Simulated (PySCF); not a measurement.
# A diatomic session: C2+

One table from this session's results is given with a row withheld; the runs are named, their logs left out.

Computed with PySCF 2.14.0. Level: C def2-TZVPPD, no relativity.

The first run:

Settings of the job:

| Item | Value |
| --- | --- |
| atoms | C, C |
| charge | 1 |
| basis | C def2-TZVPPD |
| Hamiltonian | no relativity |
| basis functions | 74 |
| electrons treated | 11 |
| masses in u | 12.0000, 12.0000 |
| levels | PBE0, PBE, r²SCAN, TPSS, M06-L, BLYP, BP86, M06, HSE06, HF, MP2, SCS-MP2, CCSD, CCSD(T) |
| grid | 80 radial by 434 angular points |
| occupations | held fixed by the projection of orbital angular momentum |
| dissociation limit | C+ + C, each in its ground configuration |
| starting distance in angstrom | 1.520 |
| values of 2S to try | 1, 3 |

Launch:

```
$ OMP_NUM_THREADS=1 python dia.py task.json out
```

Among the steps run: The job; PBE0 along the bond; Excited determinants; PBE (GGA); r²SCAN (meta-GGA); TPSS (meta-GGA); M06-L; BLYP; BP86; M06 (hybrid meta-GGA); HSE06; UHF (mean field); Adding correlation.

One table of the session follows, with a row left open; its other results are not shown here.

Energy (eV) from each level's lowest point:

```
R (Å)    UHF  UHF-MP2  UHF-SCS-MP2  UHF-CCSD  UHF-CCSD(T)
1.208  0.969    1.199        1.099       n/a          n/a
1.264  0.382    0.534        0.456     0.537        0.585
1.321  0.083    0.164        0.114     0.168        0.197
1.363  0.000    0.034        0.007     0.037        0.051
1.405  0.009    0.000        0.000     0.000        0.000
1.447  0.090    0.042        0.072     0.037        0.023
1.503  0.279    0.187        0.262     0.172        0.140
1.574      ?        ?            ?         ?            ?
1.658  1.075    0.878        1.106     0.828        0.749
1.770  1.759    1.477        1.841       n/a          n/a
```

**Question.** Estimate the row for R (Å) = 1.574.

Worked estimate for «UHF». A straight line through the neighbours (1.503, 0.279) and (1.658, 1.075) gives 0.279 + (1.075 − 0.279) × (1.574 − 1.503) / (1.658 − 1.503) = 0.644; a parabola fitted to 4 rows on both sides gives 0.619.

The run gave: UHF: 0.605; UHF-MP2: 0.464; UHF-SCS-MP2: 0.604; UHF-CCSD: 0.435; UHF-CCSD(T): 0.381. In «UHF» the line misses by +0.039 and the parabola by +0.014.
